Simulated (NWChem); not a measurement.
System: Si, triplet

All runs: NWChem. Spin-unrestricted. The open p shell is one determinant without spherical averaging. No stability test was run on the SCF state.

For level LRC-wPBEh/def2-SVP:

* **highest occupied level (eV)**: -7.38
* **lowest empty minus highest occupied level, either spin (eV)**: 5.82

### Question
What are these values for level CAM-B3LYP/def2-SVP?

### Answer
* **highest occupied level (eV)**: -6.60
* **lowest empty minus highest occupied level, either spin (eV)**: 4.67
